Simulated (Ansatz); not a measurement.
Consider MgO in the rock salt structure (space group Fm-3m, No. 225; a = 4.254 Å).

Computed with PBE, PAW, 420 eV (Ansatz, a program for electronic structure; scalar-relativistic without spin-orbit coupling).

Modification: every Mg is replaced by Ca, then cell and atoms are relaxed.

Measured lattice parameter a: MgO 4.189 Å (static lattice; corrected from measurement; as listed in Daniel Mejia-Rodriguez, S. B. Trickey, Phys. Rev. B (2018)); CaO 4.781 Å (static lattice; corrected from measurement; as listed in Wei Chen et al., Physical Review Materials (2018)).

Question: How well does PBE reproduce the measured shift?

Answer: With PBE the lattice parameter a moves by +0.577 Å (4.254 → 4.831) against +0.592 Å measured.

No phonon test of stability was made.
